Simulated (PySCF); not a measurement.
Series X–O+ and X–S+, computed as singlets and as triplets. All species are isolated molecules in the gas phase. Strings in code marks are SMILES.

These are B3LYP-D3(BJ)/def2-TZVP (PySCF 2.14.0) values and carry that method's errors. B3LYP has the VWN-RPA correlation part, as in Gaussian. 

A: S, X = H, multiplicity 3 (`[SH+]` (lower triplet))
B: O, X = mercapto, multiplicity 3 (`[O+]S` (excited triplet))
C: O, X = ethynyl, multiplicity 3 (`C#C[O+]` (lower triplet))
D: O, X = cyano, multiplicity 3 (`N#C[O+]` (lower triplet))
E: S, X = mercapto, multiplicity 3 (`S[S+]` (triplet; the order of the spin states depends on the level))
F: S, X = cyano, multiplicity 3 (`N#C[S+]` (lower triplet))

Problem. Pick the species with the lowest highest occupied spin orbital.

Solution. D (-19.76 eV); next is A (-18.38 eV).
